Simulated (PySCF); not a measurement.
A structure optimised at PBE-D3(BJ)/def2-TZVP, used in a PySCF frequency run:

```xyz
7

C     -0.7068     0.0180     0.0000
N      0.7524    -0.1247     0.0000
H     -1.1195    -0.4895     0.8839
H     -1.1195    -0.4895    -0.8839
H     -1.0878     1.0585     0.0000
H      1.1502     0.3428     0.8167
H      1.1502     0.3428    -0.8167
```
Charge 0, spin multiplicity 1.

Write its SMILES, formula and point group.

CN, CH5N, Cs

What are its rotational constants (standard atomic weights)?

102.19, 22.627, 21.756 GHz
